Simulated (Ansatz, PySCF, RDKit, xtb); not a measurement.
# Isomers of C5H12P+, a sample narrowed down

A sample of isomers of C5H12P+ (charge +1) is drawn. Aim: find which of them has the lowest free energy at 298.15 K, then its properties. The sample is small against all isomers, and the most stable one of this formula need not be in it.

Plan: many cheap relaxations first (GFN2-xTB), then density-functional screening, relaxation at B3LYP-D3(BJ)/def2-SVP, vibrations (at GFN2-xTB) and a final energy. The numbers are computed, not measured.

### 1 Possible bonding patterns

Isomers were taken from a list of plausible structures; this is a sample, not all of them. That gives 9 candidates.

| label | SMILES | spin |
| --- | --- | --- |
| c016 | C[C@@H]1C[P+]1(C)C | singlet |
| c017 | CC[P+]1(C)CC1 | singlet |
| c240 | C/C=C/[P@H2+]CC | singlet |
| c407 | C[C@@H]1[C@H](C)[P@H+]1C | singlet |
| c430 | C=C[P+](C)(C)C | singlet |
| c506 | C=CC[PH+](C)C | singlet |
| c647 | CC[C@@H]1C[P@H+]1C | singlet |
| c850 | C[PH+](C)C1CC1 | singlet |
| c917 | C1CC[PH2+]CC1 | singlet |

Candidates are built by distance geometry, with a force field where one applies, in up to four conformers (letters a to d).

Q: Predict the outcome of this search (final energies at CCSD(T)/def2-SVP + MP2/def2-TZVPP - MP2/def2-SVP).

| quantity | value |
| --- | --- |
| lowest structure found | C=C[P+](C)(C)C, singlet |
| next finalist | C=CC[PH+](C)C, singlet, 9.6 kcal/mol higher in G |
| share at equilibrium, among the finalists | 100.0 % |
| HOMO energy (PBE0/def2-SVPD) | -12.82 eV |
| LUMO energy (PBE0/def2-SVPD) | -5.48 eV |
| HOMO–LUMO gap (PBE0/def2-SVPD) | 7.33 eV |
| lowest excitation (TD-PBE0/def2-SVPD) | 6.98 eV (f = 0.312) |
| lowest triplet excitation, same level, Tamm-Dancoff | 4.05 eV |
| vertical ionisation energy | 14.89 eV |
| vertical recombination energy (electron added) | 3.65 eV |
| vertical triplet less singlet | +4.00 eV |

`C=C[P+](C)(C)C` comes out lowest. Among the finalists first place is clear (9.6 kcal/mol); structures outside the list aren't covered. r2SCAN-D4/def2-SVP, B3LYP-D3(BJ)/def2-SVP, HF/def2-SVP and MP2/def2-SVP already put its bonding pattern lowest among the structures in one piece; GFN2-xTB and HF/STO-3G favour the singlet C1CC[PH2+]CC1. It still has an imaginary mode, so it is no strict minimum; a nearby shape lies a little lower. 3 minima inside the window were never screened. Lowest found is not proven lowest: the search is finite, and each finalist counts with one conformer. Only 9 drawn patterns were tried, so whole families of isomers are missing, and the result ranks this sample alone.
